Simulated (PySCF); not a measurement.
One of the candidates below gave these computed data.

All candidates are C4H4O.

| technique | computed result |
| --- | --- |
| XPS | C1s 291.6, C1s 291.8, C1s 292.0, C1s 293.5, O1s 537.2 eV [ΔSCF SCAN, pcX-2 on the ionised atom, pcseg-1 elsewhere, spin-free X2C] |
| UV, strongest line | among the 10 lowest singlet transitions: S9 at 8.34 eV (149 nm, f = 0.168) [TDDFT CAM-B3LYP/def2-SVPD] |
| 13C NMR | chemical shifts (computed TMS as zero) by class: 177.0 (1 C), 156.7 (1 C), 152.1 (1 C), 14.8 (1 C) ppm [GIAO PBE0/pcSseg-1] |
| Couplings | largest of the computed one-bond spin–spin couplings (means over like bonds): 13C–1H +212.6, 13C–1H +137.6 (×3), 13C–13C +47.4, 17O–13C +35.7, 13C–13C +29.7, 13C–13C +28.0, 13C–13C +25.3 Hz [B3LYP/pcJ-1] |
| Triplet | lowest triplet excitation (Tamm–Dancoff): 4.21 eV [TDA CAM-B3LYP/def2-SVPD] |
| Rotational structure | rotational constants A, B, C: 13.364, 3.876, 3.061 GHz [PBE0-D3(BJ)/def2-SVP] |
| 1H NMR | chemical shifts (computed TMS as zero) by class: 8.60 (1 H), 2.35 (3 H) ppm [GIAO PBE0/pcSseg-1] |

Gas-phase values; electronic properties from PySCF, density fitting. Levels stand in brackets. Geometry: PBE0-D3(BJ)/def2-SVP; no solvent, vibrations or thermal averaging. NMR classes are plain means over equivalent atoms (diastereotopic ones count apart unless rotation or inversion swaps them), as if these changed places fast.

Question: Which candidate is it?
A. `Cc1cc1=O`
B. `C=CC=C=O`
C. `O=CC1=CC1`

Answer: A. It is `Cc1cc1=O`. Numbering: `[CH3:1][c:2]1[cH:3][c:4]1=[O:5]`. Its formula, C4H4O, gives 3 degrees of unsaturation: 1 ring and 2 π bonds in the structure found (Kekulé form). 4 carbons fall into 4 classes; from least to most shielded: unsaturated ring carbon [C2] (177.0 ppm), unsaturated ring CH carbon [C3] (156.7 ppm), ring carbonyl carbon [C4] (152.1 ppm), carbon bonded to C and 3 H [C1] (14.8 ppm). Hydrogen classes from least to most shielded: 1 H on an unsaturated ring CH carbon, C3 (8.60 ppm), 3 H on a carbon bonded to C and 3 H, C1 (2.35 ppm). The couplings run between: +212.6 Hz, unsaturated ring CH carbon [C3] and its hydrogen; +137.6 Hz, carbon bonded to C and 3 H [C1] and its hydrogen (with 2 like pairs); +47.4 Hz, carbon bonded to C and 3 H [C1] and unsaturated ring carbon [C2]; +35.7 Hz, carbonyl oxygen [O5] and ring carbonyl carbon [C4]; +29.7 Hz, unsaturated ring CH carbon [C3] and ring carbonyl carbon [C4]; +28.0 Hz, unsaturated ring carbon [C2] and ring carbonyl carbon [C4]; +25.3 Hz, unsaturated ring carbon [C2] and unsaturated ring CH carbon [C3]. The core levels belong to: C1s 291.6 eV, unsaturated ring CH carbon [C3]; C1s 291.8 eV, carbon bonded to C and 3 H [C1]; C1s 292.0 eV, unsaturated ring carbon [C2]; C1s 293.5 eV, ring carbonyl carbon [C4]; O1s 537.2 eV, carbonyl oxygen [O5]. The hole state at 292.0 eV has ⟨S²⟩ = 0.83 against 0.75, so that value is less sure. The optimised geometry has point group Cs and is an asymmetric top.

The others, at the same levels:
- `O=CC1=CC1` fails: its computed 13C shifts are 185.1 (1 C), 135.3 (1 C), 121.4 (1 C), 10.5 (1 C) ppm, 1H shifts are 10.20 (1 H), 8.14 (1 H), 1.63 (2 H) ppm and lowest triplet excitation (Tamm–Dancoff) is 3.00 eV (against 4.21 eV).
- `C=CC=C=O` fails: its computed 13C shifts are 208.6 (1 C), 129.5 (1 C), 114.5 (1 C), 30.2 (1 C) ppm, 1H shifts are 5.99 (1 H), 5.18 (1 H), 4.87 (1 H), 4.15 (1 H) ppm and lowest triplet excitation (Tamm–Dancoff) is 3.02 eV (against 4.21 eV).

Each candidate is one conformer, not necessarily the lowest. The conformers computed, where there is a choice (atom-mapped SMILES and torsion angles):
- `[O:1]=[CH:2][C:3]1=[CH:4][CH2:5]1`: O1–C2–C3–C4 2°
- `[CH2:1]=[CH:2][CH:3]=[C:4]=[O:5]`: C1–C2–C3–C4 180°
